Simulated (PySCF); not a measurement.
**Ionisation energy of Mg by level of theory**

Mg [Ne] 3s2 → Mg⁺ [Ne] 3s1 [3s1/2^1, M_J = 1/2], as a difference of total energies. Computed with PySCF 2.14 in an even-tempered Gaussian basis (20 s from 0.0085 bohr⁻², ratio 2.8; 13 p from 0.011 bohr⁻², ratio 2.8; 6 d from 0.16 bohr⁻², ratio 3), with the two-component X2C-1e Hamiltonian. Correlated levels: 1s2 frozen; the 44 highest virtual spinors dropped. "Screened" scales the spin-orbit matrix elements by Boettger's factors to mimic the two-electron term; Breit and QED terms are absent.

```json
{"method": "GHF (screened spin-orbit)", "ionisation energy (eV)": "6.618"}
{"method": "GMP2 (screened spin-orbit)", "ionisation energy (eV)": "7.366"}
```

Q: How much does correlation contribute at GMP2 (screened spin-orbit)?

A: 7.366 − (6.618) = 0.748 eV, measured against GHF (screened spin-orbit).

MP2 underrates the near-degeneracy of ns² with np² in the lower species.

For comparison: 7.646 eV (measured; NIST Atomic Spectra Database, ionization energies).
